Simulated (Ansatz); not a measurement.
**A ladder of methods for AlNH2Cl (SMILES [NH2][Al][Cl])**

AlNH2Cl: 5 atoms, total charge 0, spin state doublet. SMILES: `[NH2][Al][Cl]`. The coordinates come from a PBE0-D4/def2-TZVP relaxation. This is one conformer, not always the lowest.

```
atom    x (Å)    y (Å)    z (Å)
   N  -0.5494   0.4617  -0.2320
  Al   0.4026  -0.2916   1.0491
  Cl   1.9070  -1.6497   0.4408
   H  -1.2936   1.1233  -0.0835
   H  -0.4166   0.2827  -1.2159
```

Each level gives the energy change with the N1–Al2 bond stretched from 1.765 to 2.206 Å (eV). The values are calculated.

```json
{"level": "USVWN5/STO-3G", "kind": "LDA", "program": "Ansatz", "value (eV)": "1.82", "less FCI/STO-3G": "-0.18", "CPU time (all runs)": "4.2 s"}
{"level": "U-revPBE/STO-3G", "kind": "GGA", "program": "Ansatz", "value (eV)": "1.61", "less FCI/STO-3G": "-0.39", "CPU time (all runs)": "8.3 s"}
{"level": "UBLYP/STO-3G", "kind": "GGA", "program": "Ansatz", "value (eV)": "1.55", "less FCI/STO-3G": "-0.45", "CPU time (all runs)": "7.5 s"}
{"level": "U-r2SCAN0/STO-3G", "kind": "hybrid meta-GGA", "program": "Ansatz", "value (eV)": "1.99", "less FCI/STO-3G": "-0.01", "CPU time (all runs)": "15 s"}
{"level": "UB3LYP/STO-3G", "kind": "global hybrid", "program": "Ansatz", "value (eV)": "1.76", "less FCI/STO-3G": "-0.24", "CPU time (all runs)": "5.6 s"}
{"level": "U-wB97M-V/STO-3G", "kind": "range-separated hybrid", "program": "Ansatz", "value (eV)": "1.91", "less FCI/STO-3G": "-0.09", "CPU time (all runs)": "65 s"}
{"level": "UBCCD(T)/STO-3G", "kind": "coupled cluster or CI", "program": "Ansatz", "value (eV)": "2.02", "less FCI/STO-3G": "+0.02", "CPU time (all runs)": "0.96 s"}
{"level": "UCCSDT/STO-3G", "kind": "coupled cluster or CI", "program": "Ansatz", "value (eV)": "2.00", "less FCI/STO-3G": "0.00", "CPU time (all runs)": "2.3 s"}
{"level": "FCI/STO-3G", "kind": "exact in the basis", "program": "Ansatz", "value (eV)": "2.00", "less FCI/STO-3G": "0.00", "CPU time (all runs)": "2.1 min"}
```

FCI/STO-3G is exact within its basis and frozen core, so for wave-function methods in that basis the difference is their error; functionals converge differently with the basis, so for them it is only a difference. The first shape isn't each level's own minimum. The values span 1.55 to 2.02 eV. All rows use very small basis sets, so even the best lies far from the true value. CPU times are rough (shared hosts, several kinds of processor): they show what a rung costs within a factor of a few.
